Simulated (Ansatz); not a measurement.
CH₄AlN (`N=[CH][AlH2]`). Total charge 0; spin multiplicity 1.

Cartesian coordinates in Å:
```
N -0.968 -0.255 -1.191
C -0.045 -0.594 -0.376
Al 0.470 0.792 0.939
H -1.201 -1.008 -1.847
H 0.407 -1.599 -0.429
H -0.240 2.203 0.872
H 1.576 0.461 2.031
```

Q: List the harmonic frequencies (cm⁻¹, unscaled) at PBE0-D4/def2-TZVP in Ansatz. (Estimate.)

A: The calculation gave: 19i, 212, 477, 500, 639, 664, 780, 1173, 1195, 1401, 1642, 1914, 1952, 2950, 3382.
